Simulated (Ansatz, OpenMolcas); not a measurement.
**BH2 (boron dihydride): the vertical ionisation energy, rung by rung**

BH2: 3 atoms, total charge 0, spin state doublet. SMILES: `[BH2]`. The shape is that of a PBE0-D4/def2-TZVP optimisation.

```xyz
3

B     0.2651   -0.1677    0.1297
H     0.2921    1.0149    0.2708
H    -0.5572   -0.8473   -0.4006
```

Quantity: the vertical ionisation energy (to the singlet cation), in eV. The values are calculated.

| level | kind | program | value (eV) | less CCSD(T)/def2-TZVPPD | CPU time (all runs) |
| --- | --- | --- | --- | --- | --- |
| U-r2SCAN0/def2-TZVPPD | hybrid meta-GGA | Ansatz | 9.31 | +0.33 | 6.2 s |
| UM06-2X/def2-TZVPPD | hybrid meta-GGA | OpenMolcas | 9.01 | +0.03 | 31 s |
| U-wB97M-V/def2-TZVPPD | range-separated hybrid | Ansatz | 8.94 | -0.04 | 22 s |
| UPBE-QIDH/def2-TZVPPD | double hybrid | Ansatz | 9.13 | +0.15 | 4.3 s |
| RPA@PBE/def2-TZVPPD | RPA | Ansatz | 9.30 | +0.32 | 7 s |
| RPA@PBE0/def2-TZVPPD | RPA | Ansatz | 9.25 | +0.27 | 4.7 s |
| ROCCSD(T)/def2-TZVPPD | coupled cluster or CI | OpenMolcas | 8.98 | 0.00 | 15 s |
| UCCSD/def2-TZVPPD | coupled cluster or CI | Ansatz | 8.96 | -0.02 | 4.5 s |

Differences are taken from ROCCSD(T)/def2-TZVPPD for orientation; it has basis-set and higher-order errors of its own. The values span 8.94 to 9.31 eV. In so small a basis fixed costs decide the times, and correlated methods can beat functionals. Times are those of the runs behind each value, whatever else they computed, on shared processors of several kinds: orders of magnitude only.
